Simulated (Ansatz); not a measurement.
in.yaml

```yaml
crystal:
  periodic: [false, false, false]
  atoms:
    - {symbol: B, position_ang: [0.084376, -0.070073, 1.449569]}
    - {symbol: B, position_ang: [-0.080498, 0.143663, -0.086602]}
    - {symbol: F, position_ang: [-0.003878, -0.073591, -1.362967]}
basis:
  gaussian: {orbitals: cc-pVDZ}
magnetization: {spin_polarized: true, initial_magnetization: 1}
correlation: {method: ccsdt_q, electrons: outside_noble_gas}
```

```sh
$ ansatz run in.yaml --threads 1 --pin off --events-out ev --progress --plain --max-ram 2393MiB
```

The program prints:

```
717 factors; integrals over basis functions are off by at most 1.4e-7 eV
mean field evaluation 1: about -4043.5291 eV, gradient 1.5e1 eV
mean field evaluation 2: about -4043.5937 eV, gradient 1.5e1 eV
mean field evaluation 4: about -4044.9320 eV, gradient 2.1e0 eV
mean field evaluation 8: about -4045.0208 eV, gradient 4.5e-1 eV
mean field evaluation 16: about -4045.0305 eV, gradient 1.6e-2 eV
mean field evaluation 32: about -4044.4969 eV, gradient 9.4e0 eV
mean field evaluation 64: about -4045.0305 eV, gradient 7.0e-2 eV
mean field evaluation 96: about -4045.7491 eV, gradient 1.8e0 eV
mean field evaluation 128: about -4045.7441 eV, gradient 7.6e-4 eV
mean field evaluation 160: about -4045.7853 eV, gradient 9.0e-1 eV
...
mean field -4045.93443403 eV, -148.6853480179 hartree, gradient 3.7e-6 eV, S^2 1.728255; 25 other end points of the search recorded, 0 dependent functions left out
determinant -4045.93443403 eV, -148.6853480179 hartree, with singles and doubles -4054.41143144 eV, -148.9968719265 hartree
determinant -4045.82191161 eV, -148.6812128950 hartree, with singles and doubles -4054.35265437 eV, -148.9947119092 hartree
determinant -4045.74405405 eV, -148.6783516826 hartree, with singles and doubles -4054.25388155 eV, -148.9910820749 hartree
determinant -4045.30175089 eV, -148.6620973414 hartree, with singles and doubles -4054.07292112 eV, -148.9844319018 hartree
determinant -4045.20942108 eV, -148.6587042833 hartree, with singles and doubles -4054.09824136 eV, -148.9853624036 hartree
determinant -4045.08167943 eV, -148.6540098640 hartree, with singles and doubles -4053.84425239 eV, -148.9760284811 hartree
determinant -4045.03051354 eV, -148.6521295524 hartree, with singles and doubles -4054.09998196 eV, -148.9854263692 hartree
determinant -4045.00521839 eV, -148.6511999729 hartree, with singles and doubles -4054.00537818 eV, -148.9819497446 hartree
determinant -4044.85094829 eV, -148.6455306511 hartree, with singles and doubles -4053.57834562 eV, -148.9662565873 hartree
determinant -4045.93443403 eV, -148.6853480179 hartree, with singles and doubles -4054.46312121 eV, -148.9987714906 hartree
determinant -4045.82191161 eV, -148.6812128950 hartree, with singles and doubles -4054.40831542 eV, -148.9967574149 hartree
determinant -4045.74405405 eV, -148.6783516826 hartree, with singles and doubles -4054.34776129 eV, -148.9945320919 hartree
determinant -4045.30175089 eV, -148.6620973414 hartree, with singles and doubles -4054.25078116 eV, -148.9909681379 hartree
determinant -4045.20942108 eV, -148.6587042833 hartree, with singles and doubles -4054.11145758 eV, -148.9858480907 hartree
determinant -4045.03051354 eV, -148.6521295524 hartree, with singles and doubles -4054.11339312 eV, -148.9859192204 hartree
determinant -4045.00521839 eV, -148.6511999729 hartree, with singles and doubles -4054.08059084 eV, -148.9847137590 hartree
determinant -4044.54886654 eV, -148.6344293515 hartree, with singles and doubles -4053.45757863 eV, -148.9618184825 hartree
3 core orbitals not correlated: weight in the atoms' cores, before any rotation towards them, 1.000 or more for the frozen orbitals, at most 0.000 for the correlated occupied ones
reference -4045.93443403 eV, -148.6853480179 hartree; 7, 6 occupied and 32, 33 virtual orbitals, 717 factors
second order -7.75725928 eV of doubles, -0.00000000 eV of singles
...
cycle  45  -9.19552008 eV  change   -3.7e-6 eV  update   2.8e-6
cycle  46  -9.19552319 eV  change   -3.1e-6 eV  update   2.2e-6
cycle  47  -9.19552595 eV  change   -2.8e-6 eV  update   1.6e-6
cycle  48  -9.19552621 eV  change   -2.6e-7 eV  update   1.5e-6
cycle  49  -9.19552918 eV  change   -3.0e-6 eV  update   1.3e-6
cycle  50  -9.19553270 eV  change   -3.5e-6 eV  update   1.0e-6
cycle  51  -9.19553344 eV  change   -7.4e-7 eV  update   9.0e-7
cycle  52  -9.19553396 eV  change   -5.2e-7 eV  update   7.9e-7
cycle  53  -9.19553474 eV  change   -7.9e-7 eV  update   7.5e-7
cycle  54  -9.19553516 eV  change   -4.2e-7 eV  update   7.5e-7
perturbative correction -0.20457918 eV, -0.0075181460 hartree
WARN: the results are in doubt because among natural orbitals full CI differs from the method by +1.110 eV
Total energy: -4055.33454837 eV, -149.0307958483 hartree
In doubt: among natural orbitals full CI differs from the method by +1.110 eV
```

The determinant's ⟨S²⟩ is 1.73 against 0.75 for a pure state. The T1 diagnostic is 0.060.

Ran on 1 thread of Arm Neoverse N1, shared host: 2.4 min wall, 0.46 GiB peak host memory.
